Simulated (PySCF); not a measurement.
# How the method changes the constants of AlH⁺

State: ²Σ⁺ (doublet), unpaired electrons σ ↑. Set-up: Al x2c-SVPall, H x2c-SVPall; spin-free X2C with a Gaussian nucleus (PySCF 2.14). De refers to Al⁺ + H in their ground configurations, without counterpoise correction. The functionals are run spin-unrestricted. A positive dipole points towards H; it is taken about the centre of mass and depends on that origin.

| Level | Re (Å) | ωe (cm⁻¹) | De (eV) | μ (D) |
| --- | --- | --- | --- | --- |
| UHF | 1.592 | 1798 | 0.60 | -0.62 |
| UHF-MP2 | 1.588 | 1856 | 0.67 | n/a |
| UHF-SCS-MP2 | 1.588 | 1860 | 0.67 | n/a |
| UHF-CCSD | 1.612 | 1680 | 0.67 | n/a |
| UHF-CCSD(T) | 1.612 | 1683 | 0.68 | n/a |
| PBE | 1.644 | 1582 | 0.93 | -0.28 |
| TPSS | 1.620 | 1695 | 1.23 | -0.40 |
| r²SCAN | 1.617 | 1701 | 1.16 | -0.45 |
| PBE0 | 1.623 | 1668 | 0.93 | -0.37 |
| r²SCAN0 | 1.610 | 1721 | 1.12 | -0.47 |
| M06-2X | 1.611 | 1724 | 0.79 | -0.52 |
| ωB97X | 1.613 | 1728 | 0.83 | -0.34 |

Task: Which functional lies closest to UHF-CCSD(T) in De, which farthest, and by how much do they differ from it?

Result: Closest is M06-2X (-0.1 pm in Re, +2.4 % in ωe, +0.11 eV in De against UHF-CCSD(T) in the same basis), farthest TPSS (+0.8 pm in Re, +0.7 % in ωe, +0.55 eV in De). CCSD(T) converges more slowly with the basis than the functionals do and binds too weakly in this one, so the order can change at the basis-set limit.

Task: What does a quarter of exact exchange do here, going from PBE to PBE0?

Result: PBE0 less PBE: -2.1 pm in Re, +5.4 % in ωe, +0.00 eV in De. Exact exchange removes part of the self-interaction that spreads semilocal densities, and in most molecules shortens and stiffens the bond and lowers De; so it does here.

Task: What does a quarter of exact exchange do here, going from r²SCAN to r²SCAN0?

Result: r²SCAN0 less r²SCAN: -0.7 pm in Re, +1.2 % in ωe, -0.04 eV in De. Exact exchange removes part of the self-interaction that spreads semilocal densities, and in most molecules shortens and stiffens the bond and lowers De; so it does here.

Correlated steps freeze 5 core orbitals. Correlated levels converge slowly with the basis: in double zeta they bind strong bonds too weakly, by up to about 1 eV, and carry superposition errors of some tenths. For an ion De counts to the pair picked by the measured ionisation energies or electron affinities, which need not be the lowest pair at this level. The state is the lowest determinant that a PBE0 search found; another state may lie lower at other levels.

The whole job (state search and all levels along the bond) took about 0.5 min on 1 thread of Arm Neoverse V1 (shared host), peak memory 0.32 GiB.
